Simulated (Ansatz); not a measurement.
Question: Name a neutral molecule of C, F, O and H with LUMO energy (PBE/def2-TZVPP) between -0.45 and -0.15 eV and LUMO energy (ωB97M-V/def2-TZVPP) between 2.00 and 2.30 eV (Ansatz, PBE0-D4/def2-TZVP geometry).

Answer: `OCC#CF` (-0.32 eV, 2.27 eV); `C/C(F)=C\O` (-0.23 eV, 2.16 eV); `O/C=C(\O)F` (-0.28 eV, 2.09 eV); `OC=C(F)F` (-0.28 eV, 2.15 eV); `OC(O)(O)F` (-0.23 eV, 2.04 eV); `OC1(F)COC1` (-0.16 eV, 2.15 eV). Other molecules can fit too; these were computed, each in one conformer that needn't be the lowest.
